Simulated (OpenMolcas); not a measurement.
# CH4BS (SMILES C[B]S): levels of theory compared

We compute a comparison of 6 runs (UHF/def2-SVP, UB3LYP/6-31G*, USVWN5/pcseg-1, UBLYP/aug-cc-pVDZ, ROMP2/6-31G*) of CH4BS. 

Program for the calculation: OpenMolcas 26.06.

2 further runs of the same task are left out: 1 that didn't finish, 1 set aside as unsound or not needed.

**1. Starting point**

The species is CH4BS (7 atoms), meant as a doublet with charge 0. SMILES: `C[B]S`. The shape is that of a PBE0-D4/def2-TZVP optimisation. This is one conformer, not always the lowest.

Bond lengths: C1–B2 1.547 Å, B2–S3 1.759 Å, C1–H4 1.095 Å, C1–H5 1.095 Å, C1–H6 1.095 Å, S3–H7 1.346 Å. Angles: C1–B2–S3 128.0°, B2–C1–H4 109.7°, B2–C1–H5 114.7°, B2–C1–H6 109.7°, B2–S3–H7 99.1°, H4–C1–H5 108.3°, H4–C1–H6 105.7°, H5–C1–H6 108.3°.

**2. Energy and forces at UHF/def2-SVP (run 1)**

Contents of test.input:

```
&GATEWAY
 BasLib
 $CurrDir
 Coord
 7
 angstrom
 C       -0.877200       0.454500      -0.160300
 B        0.209500      -0.571500       0.240900
 S        1.952900      -0.430400       0.053400
 H       -1.579800      -0.007400      -0.862100
 H       -0.492900       1.374600      -0.613900
 H       -1.471500       0.726300       0.718400
 H        2.320300      -1.614000       0.577800
 Basis
 def2-SVP
 Group
 NoSym

&SEWARD

&SCF
 UHF
 Spin
 2
 Thresholds
 1e-10 1e-07 1e-07 1e-05
 PrOrbitals
 0

&ALASKA
```

The basis set def2-SVP is read from a file made from the Basis Set Exchange's data (not shown).

Command:

```bash
$ export MOLCAS_MEM=1860
$ pymolcas test.input > test.log
```

What it wrote:

```text
--- Start Module: gateway ---
[...]
--- Stop Module: gateway /rc=_RC_ALL_IS_WELL_ ---
[...]
      Basis functions           66
[...]
--- Start Module: scf ---
[...]
       Convergence after  16 Iterations
[...]
::    Total SCF energy                               -462.2165384660
[...]
      Total spin, S                                     0.5032190375
[...]
      Total electronic charge=   31.000000
      Total            charge=   -0.000000
[...]
      Dipole Moment (debye):
      Origin of the operator (angstrom)=    0.8979   -0.2392    0.0382
                   X= -3.1000E-01               Y= -2.1670E-01               Z=  1.2188E-01           Total=  3.9739E-01
      Quadrupole Moment (debye*angstrom):
[...]
--- Stop Module: scf /rc=_RC_ALL_IS_WELL_ ---
[...]
--- Start Module: alaska ---
[...]
 *              Molecular gradients               *
 **************************************************
  Irreducible representation: a
 ------------------------------------------------------------------------------------------
                              X                       Y                       Z
 ------------------------------------------------------------------------------------------
  C1                8.82153534256780E-03   -8.81337021904649E-03    3.58325346441546E-03
  B2                5.24917627761123E-03    8.99658896444411E-03   -4.56266275367145E-03
  S3               -1.32397287054271E-02    4.04338980550634E-03   -9.51510583825588E-04
  H4               -9.10082324562467E-04   -1.95763858128251E-04   -1.01763506640484E-04
  H5                2.85068381960185E-04    1.09722220455843E-03   -5.37476972828133E-04
  H6               -8.45380578893717E-04   -2.07311306534841E-05    2.41799567892276E-04
  H7                6.39411606643048E-04   -5.10733576669420E-03    2.32836078460563E-03
 ------------------------------------------------------------------------------------------
--- Stop Module: alaska /rc=_RC_ALL_IS_WELL_ ---
[...]
```

It took 4.5 s on 1 thread of Arm Neoverse V1, shared host; peak memory 0.41 GiB.

**3. Energy and gradient at UB3LYP/6-31G(d) (spherical functions) (run 2)**

Contents of mol.xyz:

```xyz
7

C     -0.877200     0.454500    -0.160300
B      0.209500    -0.571500     0.240900
S      1.952900    -0.430400     0.053400
H     -1.579800    -0.007400    -0.862100
H     -0.492900     1.374600    -0.613900
H     -1.471500     0.726300     0.718400
H      2.320300    -1.614000     0.577800
```

Contents of run.inp:

```
&gateway
 baslib = $CurrDir
 coord = mol.xyz
 basis = 6-31Gs
 group = NoSym

&seward
 gridinput
 Grid=UltraFine
 End of Grid

&scf
 uhf
 spin = 2
 ksdft = B3LYP
 thresholds = 1e-10 1e-07 1e-07 1e-05
 prorbitals = 1

&alaska
```

The basis set 6-31G* is read from a file made from the Basis Set Exchange's data (not shown).

Command:

```bash
$ export MOLCAS_MEM=1860
$ pymolcas run.inp > run.log
```

What it wrote:

```text
--- Start Module: gateway ---
[...]
--- Stop Module: gateway /rc=_RC_ALL_IS_WELL_ ---
[...]
      Basis functions           54
[...]
--- Start Module: scf ---
[...]
       Convergence after  14 Iterations
[...]
::    Total KS-DFT energy                            -463.5095924023
[...]
      Total spin, S                                     0.5012528337
[...]
      Total electronic charge=   31.000000
      Total            charge=   -0.000000
[...]
      Dipole Moment (debye):
      Origin of the operator (angstrom)=    0.8979   -0.2392    0.0382
                   X= -4.2422E-01               Y= -1.6508E-01               Z=  1.0573E-01           Total=  4.6733E-01
      Quadrupole Moment (debye*angstrom):
[...]
--- Stop Module: scf /rc=_RC_ALL_IS_WELL_ ---
[...]
--- Start Module: alaska ---
[...]
 *              Molecular gradients               *
 **************************************************
  Irreducible representation: a
 ------------------------------------------------------------------------------------------
                              X                       Y                       Z
 ------------------------------------------------------------------------------------------
  C1                1.71745666229306E-03   -1.18038514809093E-03    5.20758215169836E-04
  B2                5.02727478638487E-03    3.68343659681525E-03   -2.07533606640631E-03
  S3               -6.86659084000141E-03   -2.89119303483565E-03    1.82524540689855E-03
  H4                1.51859739277649E-03    5.21174259256352E-04    1.70795504396382E-03
  H5               -6.35286543508862E-05   -2.47573453273331E-03    1.14601374639256E-03
  H6                1.32195405692581E-03   -1.05917981661696E-03   -1.72865988047688E-03
  H7               -2.65516340406746E-03    3.40188167617850E-03   -1.39597646555201E-03
 ------------------------------------------------------------------------------------------
--- Stop Module: alaska /rc=_RC_ALL_IS_WELL_ ---
[...]
```

Wall time 24 s (1 thread of Arm Neoverse V1, shared host); peak memory 0.39 GiB.

**4. Energy and gradient at UB3LYP/6-31G(d) (Cartesian functions) (run 3)**

Contents of mol.input:

```
>>> EXPORT MOLCAS_PRINT=2
&GATEWAY
BasLib=$CurrDir
Coord
7
angstrom
C       -0.877200       0.454500      -0.160300
B        0.209500      -0.571500       0.240900
S        1.952900      -0.430400       0.053400
H       -1.579800      -0.007400      -0.862100
H       -0.492900       1.374600      -0.613900
H       -1.471500       0.726300       0.718400
H        2.320300      -1.614000       0.577800
Basis=6-31Gs
Group=NoSym
&SEWARD
GridInput
Grid=UltraFine
End of Grid
&SCF
UHF
Spin=2
KSDFT=B3LYP
Thresholds=1e-10 1e-07 1e-07 1e-05
PrOrbitals=1
&ALASKA
```

The basis set 6-31G* is read from a file made from the Basis Set Exchange's data (not shown).

Command:

```bash
$ export MOLCAS_MEM=1860
$ pymolcas mol.input > mol.log
```

What it wrote:

```text
--- Start Module: gateway ---
[...]
--- Stop Module: gateway /rc=_RC_ALL_IS_WELL_ ---
[...]
      Basis functions           57
[...]
--- Start Module: scf ---
[...]
       Convergence after  14 Iterations
[...]
::    Total KS-DFT energy                            -463.5135611632
[...]
      Total spin, S                                     0.5012561619
[...]
      Total electronic charge=   31.000000
      Total            charge=   -0.000000
[...]
      Dipole Moment (debye):
      Origin of the operator (angstrom)=    0.8979   -0.2392    0.0382
                   X= -4.2366E-01               Y= -1.6688E-01               Z=  1.0653E-01           Total=  4.6764E-01
      Quadrupole Moment (debye*angstrom):
[...]
--- Stop Module: scf /rc=_RC_ALL_IS_WELL_ ---
[...]
--- Start Module: alaska ---
[...]
 *              Molecular gradients               *
 **************************************************
  Irreducible representation: a
 ------------------------------------------------------------------------------------------
                              X                       Y                       Z
 ------------------------------------------------------------------------------------------
  C1                1.68590153599713E-03   -1.14551177845801E-03    5.06787219005211E-04
  B2                5.29540498020697E-03    3.62718147243069E-03   -2.06795203094501E-03
  S3               -7.03705944775912E-03   -2.93731299043554E-03    1.85861456822645E-03
  H4                1.47584562528591E-03    4.89738700279352E-04    1.66467581828722E-03
  H5               -4.00751640701191E-05   -2.41861590663550E-03    1.11788169453986E-03
  H6                1.28599972831389E-03   -1.04432391609455E-03   -1.67225793727876E-03
  H7               -2.66601725795823E-03    3.42884441889746E-03   -1.40774933182142E-03
 ------------------------------------------------------------------------------------------
--- Stop Module: alaska /rc=_RC_ALL_IS_WELL_ ---
[...]
```

Wall time 25 s (1 thread of Arm Neoverse V1, shared host); peak memory 0.39 GiB.

Runs 4 to 5 aren't shown in full; the table further down has their settings and results.

**5. The energy at ROMP2/6-31G(d) (spherical functions) (run 6)**

Contents of test.inp:

```
&gateway
 baslib=$CurrDir
 coord
 7
 angstrom
 C       -0.877200       0.454500      -0.160300
 B        0.209500      -0.571500       0.240900
 S        1.952900      -0.430400       0.053400
 H       -1.579800      -0.007400      -0.862100
 H       -0.492900       1.374600      -0.613900
 H       -1.471500       0.726300       0.718400
 H        2.320300      -1.614000       0.577800
 basis=6-31Gs
 group=NoSym

&seward

&scf
 uhf
 spin=2
 thresholds=1e-10 1e-07 1e-07 1e-05
 prorbitals=1 2

&rasscf
 fileorb=$Project.UnaOrb
 spin=2
 nactel=1 0 0
 inactive=15
 ras2=1
 outorbitals=Canonical
 orblisting=Few

&caspt2
 ipea=0.0
 frozen=7
```

The basis set 6-31G* is read from a file made from the Basis Set Exchange's data (not shown).

Command:

```bash
$ export MOLCAS_MEM=1860
$ pymolcas test.inp > test.log
```

What it wrote:

```text
--- Start Module: gateway ---
[...]
--- Stop Module: gateway /rc=_RC_ALL_IS_WELL_ ---
[...]
      Basis functions           54
[...]
       Convergence after  16 Iterations
[...]
::    Total SCF energy                               -462.3617711617
[...]
      Total spin, S                                     0.5030212445
[...]
--- Start Module: rasscf ---
[...]
      Number of active orbitals                  1
[...]
      Spin quantum number                      0.5
[...]
      Active orbitals                            1
[...]
      Number of CSFs                             1
[...]
      Number of root(s) required                 1
[...]
      Convergence after  7 iterations
[...]
      printout of CI-coefficients larger than  0.05 for root  1
      energy=    -462.360177
      conf/sym  1     Coeff  Weight
             1  u   1.00000 1.00000
      Natural orbitals and occupation numbers for root  1
      sym 1:   1.000000
      ************************************************************************************************************************
      *                                                    Final results                                                     *
[...]
::    RASSCF root number  1 Total energy:   -462.36017729
[...]
      Total electronic charge=   31.000000
      Total            charge=   -0.000000
[...]
      Dipole Moment (debye):
      Origin of the operator (angstrom)=    0.8979   -0.2392    0.0382
                   X= -6.3234E-01               Y= -3.7100E-01               Z=  2.1619E-01           Total=  7.6435E-01
      Quadrupole Moment (debye*angstrom):
[...]
--- Stop Module: rasscf /rc=_RC_ALL_IS_WELL_ ---
[...]
--- Start Module: caspt2 ---
[...]
 ###    WARNING: User changed nr of frozen orbitals.                         ###
 ###############################################################################
[...]
      E2 (Variational):          -0.3111872472
      Total energy:            -462.6713645411
[...]
      Reference weight:           0.88861
[...]
::    CASPT2 Root  1     Total energy:   -462.67136454
[...]
--- Stop Module: caspt2 /rc=_RC_ALL_IS_WELL_ ---
[...]
```

Wall time 4.2 s (1 thread of Arm Neoverse V1, shared host); peak memory 0.39 GiB.

**6. Overview of the runs**

```
run                                level  integration grid  Cartesian functions  energy (Eh)  dipole moment (D)  HOMO energy (eV)  LUMO energy (eV)  wall time
  1                         UHF/def2-SVP                 –                   no  -462.216538               0.40             -8.67              2.84      4.5 s
  2  UB3LYP/6-31G* (spherical functions)         UltraFine                   no  -463.509592               0.47             -4.98             -1.14       24 s
  3  UB3LYP/6-31G* (Cartesian functions)         UltraFine                  yes  -463.513561               0.47             -4.98             -1.14       25 s
  4                       USVWN5/pcseg-1         UltraFine                   no  -461.441933               0.20             -4.17             -2.56       19 s
  5                    UBLYP/aug-cc-pVDZ         UltraFine                   no  -463.476676               0.18             -4.11             -2.31       86 s
  6   ROMP2/6-31G* (spherical functions)                 –                   no  -462.671365                  –                 –                 –      4.2 s
```

**7. Summary of results**

| quantity | value |
| --- | --- |
| run 6: total energy | -462.67136 Eh |

In words: Over runs 1, 2, 3, 4, 5 the dipole moment (its size) runs from 0.18 D (UBLYP/aug-cc-pVDZ) to 0.47 D (UB3LYP/6-31G*). The two ends differ in method and basis. Totals of different functionals can't be ranked against each other. All runs together took 2.7 min, the longest 86 s.
